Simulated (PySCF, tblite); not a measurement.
**CH8F4O, a solvent cluster: NMR shifts, interaction energy, spin-spin couplings and core binding energies**

What NMR shifts, interaction energy, spin-spin couplings and core binding energies should one expect for `CO` with 4 × `F`?

Computed with tblite 0.8.0 and PySCF 2.14.0; each step states its level. No surroundings beyond the atoms listed, unless a continuum is named. Atoms count from 0, parts from 1.

## 1. Starting point

14 atoms, charge 0, multiplicity 1; geometry: rigid parts in contact. Parts: 1 = atoms 0–5, `CO`, charge 0; 2 = atoms 6–7, `F`, charge 0; 3 = atoms 8–9, `F`, charge 0; 4 = atoms 10–11, `F`, charge 0; 5 = atoms 12–13, `F`, charge 0.

## 2. Docking the parts with GFN2-xTB

Job settings and geometry (Å):

```
{"job": {"kind": "dock", "xc": "GFN2-xTB", "basis": "xTB"}, "charge": 0, "multiplicity": 1, "parts": [{"atoms": "0-5", "charge": 0, "multiplicity": 1}, {"atoms": "6-7", "charge": 0, "multiplicity": 1}, {"atoms": "8-9", "charge": 0, "multiplicity": 1}, {"atoms": "10-11", "charge": 0, "multiplicity": 1}, {"atoms": "12-13", "charge": 0, "multiplicity": 1}]}
C     -0.218169    -0.103250    -0.148566
O      1.123341    -0.540032    -0.182227
H     -0.638748    -0.237993     0.850687
H     -0.758366    -0.718410    -0.862247
H     -0.320428     0.938661    -0.454140
H      1.631125    -0.073948     0.494312
F      2.404308    -0.340963    -2.276024
H      1.888796    -0.424244    -1.431110
F      3.852917     1.606013    -2.966600
H      3.368336     0.789853    -3.026608
F      3.347132    -0.720442     1.543668
H      4.023117    -1.359273     1.487613
F      2.497145     1.863233    -0.686651
H      3.122843     2.093380    -1.347651
```

Method: GFN2-xTB search for minima from random contacts, gas phase.

Command:

```sh
> OMP_NUM_THREADS=1 python cluster_run.py task.json out
```

One launch serves the whole session: the jobs run in the order shown.

**Question.** The jobs that follow are: PBE0-D3(BJ)/def2-SVPD geometry optimisation, gas phase; GIAO PBE0/pcSseg-1 NMR shielding, non-relativistic, gas phase; wB97M-D3(BJ)/def2-SVPD interaction energy, counterpoise and uncorrected, gas phase; PBE0-D3(BJ)/def2-SVPD interaction energy, counterpoise and uncorrected, gas phase; B3LYP/pcJ-1 indirect spin-spin coupling, non-relativistic, gas phase; delta-SCF UKS SCAN, pcX-2 on the ionised atom, pcseg-1 elsewhere, spin-free X2C. Predict: binding energy (GFN2-xTB); point group; rotational constants (main isotopes); shieldings of C, H (PBE0/pcSseg-1); largest proton shift on binding; interaction energy, counterpoise (wB97M-D3(BJ)/def2-SVPD); superposition error; binding energy (with deformation); largest coupling of the table (B3LYP/pcJ-1); F1s binding energies, SCAN/pcX-2 (standing for 2 of 4 atoms); O1s binding energies, SCAN/pcX-2.

As calculated:

| quantity | value |
| --- | --- |
| binding energy (GFN2-xTB) | -44.94 kcal/mol |
| point group | C1 |
| rotational constants (main isotopes) | 2.26, 1.42, 0.90 GHz |
| shieldings of C, H (PBE0/pcSseg-1) | C0 133.7, H7 16.0, H9 19.3, H13 20.6, H11 22.0, H5 25.3, H2 27.6, H3 27.7 ppm and more |
| largest proton shift on binding | H7, +13.24 ppm |
| interaction energy, counterpoise (wB97M-D3(BJ)/def2-SVPD) | -56.22 kcal/mol |
| superposition error | 2.92 kcal/mol |
| binding energy (with deformation) | -44.25 kcal/mol |
| largest coupling of the table (B3LYP/pcJ-1) | 1J(F,H) F10–H11, 411.5 Hz |
| F1s binding energies, SCAN/pcX-2 (standing for 2 of 4 atoms) | F8 693.36, F6 692.66 eV |
| O1s binding energies, SCAN/pcX-2 | O1 540.43 eV |
| range of the interaction energy over the runs of this table | -61.31 to -56.22 kcal/mol |

**Reading.** In the structure that the search hands on, at its xTB geometry, the leading contact, judged by the atoms' radii, is H7···O1 (hydrogen bond, 1.42 Å). Further contacts there: H9···F6 (hydrogen bond, 1.53 Å), H13···F8 (hydrogen bond, 1.57 Å). A later relaxation moves these distances. Relaxing lowered the energy by 0.267 eV in 16 steps; the close pair that moved most is F6–H7, from 1.001 to 1.040 Å. No frequency check was run at this level, so the end point may be a saddle. At PBE0/pcSseg-1: Shielding is most anisotropic at F6 (span 122 ppm, paramagnetic term -81 ppm). On binding (GIAO PBE0/pcSseg-1 NMR shielding, non-relativistic, gas phase), H7 moves most among the protons, 13.24 ppm downfield. The attractive terms split as electrostatic 50 %, orbital 48 %, dispersion 2 %, against 129.3 kcal/mol of Pauli repulsion. Of the pairs tabulated at B3LYP/pcJ-1, F10–H11 couples most strongly (411.5 Hz; Fermi contact 289.6 Hz). Density functionals describe couplings to fluorine poorly, F–F couplings above all, so those rows are rough. F8 (fluorine bonded to H) binds its F1s electron 0.71 eV more tightly than F6 (fluorine bonded to H). Only 2 of the 4 F atoms are covered by sound results. Binding moves the F1s level of F6 by -1.46 eV. The interaction energy runs from -61.31 (PBE0-D3(BJ)/def2-SVPD) to -56.22 kcal/mol (wB97M-D3(BJ)/def2-SVPD).
